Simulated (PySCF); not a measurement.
Stretching SiC

Set-up: basis Si def2-TZVP, C def2-TZVP; no relativity; PySCF 2.14. Energies in eV from Si + C in their ground configurations at the same level. State: ³Π (triplet), unpaired electrons σ ↑, π ↑.

All columns are PBE0. A positive dipole means Si(−)C(+).

```csv
R (Å),E (eV),μ (D),Mulliken charge on Si (basis-dependent),HOMO (eV),LUMO (eV),Mayer bond order,⟨S²⟩
1.475,-3.129,-1.05,-0.02,-7.35,-4.56,2.38,2.02
1.544,-3.849,-1.21,0.04,-7.11,-4.41,2.36,2.02
1.612,-4.246,-1.37,0.10,-6.89,-4.27,2.33,2.03
1.664,-4.384,-1.48,0.13,-6.73,-4.18,2.30,2.04
1.715,-4.420,-1.58,0.16,-6.59,-4.11,2.26,2.05
1.766,-4.376,-1.66,0.18,-6.46,-4.04,2.22,2.07
1.835,-4.229,-1.75,0.20,-6.30,-3.96,2.13,2.12
1.921,-3.957,-1.82,0.21,-6.14,-3.87,1.98,2.23
2.024,-3.572,-1.90,0.22,-6.03,-3.80,1.76,2.39
2.161,-3.041,-2.07,0.22,-5.99,-3.73,1.52,2.57
```

A fit through these points gives, at Re = 1.710 Å, μ = -1.57 D and dμ/dR = -1.87 D/Å; the reduced mass is 8.398 u.

**Question.** How strong is the fundamental in the double-harmonic approximation, I = 42.26·(dμ/dR)²/μred km/mol?

**Answer.** I = 42.26·(-1.87)²/8.398 = 17.6 km/mol at PBE0.

⟨S²⟩ of the unrestricted solution departs from its pure value on part of the curve, where spin states mix. The state was picked by a PBE0 search and need not be the measured ground state.
